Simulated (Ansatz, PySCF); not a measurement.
Pair of molecules: C2H4 (SMILES C=C) (first 6 atoms) with NH3 (SMILES N); geometry from A24 set.
(charge 0, multiplicity 1):
```xyz
10

C      0.0000    -0.5966     1.5872
C      0.0000     0.6826     1.2049
H      0.9231     1.2242     1.0406
H     -0.9231     1.2242     1.0406
H     -0.9239    -1.1374     1.7512
H      0.9239    -1.1374     1.7512
N      0.0000    -0.0040    -2.3110
H     -0.8112    -0.4598    -2.7104
H      0.0000    -0.2225    -1.3213
H      0.8112    -0.4598    -2.7104
```

Basis-set superposition error: the interaction energy with monomers in their own basis, and in the dimer's basis (counterpoise).

The values were computed with Ansatz (an electronic-structure program) with Gaussian orbitals; PySCF for 6-31G* rows. Values without a source in brackets are computed.

```json
[
 {"level": "HF/6-31G*", "uncorrected (kJ/mol)": "-3.7", "counterpoise (kJ/mol)": "-0.8", "difference": "2.9"},
 {"level": "SVWN5/def2-TZVPPD", "uncorrected (kJ/mol)": "-10.4", "counterpoise (kJ/mol)": "-9.9", "difference": "0.5"},
 {"level": "PBE/def2-TZVPPD", "uncorrected (kJ/mol)": "-4.9", "counterpoise (kJ/mol)": "-4.4", "difference": "0.4"},
 {"level": "BLYP/def2-TZVPPD", "uncorrected (kJ/mol)": "-1.1", "counterpoise (kJ/mol)": "-0.6", "difference": "0.5"},
 {"level": "revPBE/def2-TZVPPD", "uncorrected (kJ/mol)": "-1.2", "counterpoise (kJ/mol)": "-0.8", "difference": "0.5"},
 {"level": "CAM-B3LYP/def2-TZVPPD", "uncorrected (kJ/mol)": "-3.8", "counterpoise (kJ/mol)": "-3.4", "difference": "0.3"},
 {"level": "B2PLYP/def2-TZVPPD", "uncorrected (kJ/mol)": "-4.1", "counterpoise (kJ/mol)": "-3.4", "difference": "0.7"},
 {"level": "MP2/6-31G*", "uncorrected (kJ/mol)": "-7.4", "counterpoise (kJ/mol)": "-3.1", "difference": "4.3"},
 {"level": "MP2/aug-cc-pVDZ", "uncorrected (kJ/mol)": "-8.6", "counterpoise (kJ/mol)": "-5.1", "difference": "3.4"},
 {"level": "SCS-MP2/aug-cc-pVQZ", "uncorrected (kJ/mol)": "-5.3", "counterpoise (kJ/mol)": "-4.7", "difference": "0.6"}
]
```

The error is largest for MP2/6-31G* (4.3 kJ/mol) and smallest for CAM-B3LYP/def2-TZVPPD (0.3 kJ/mol).
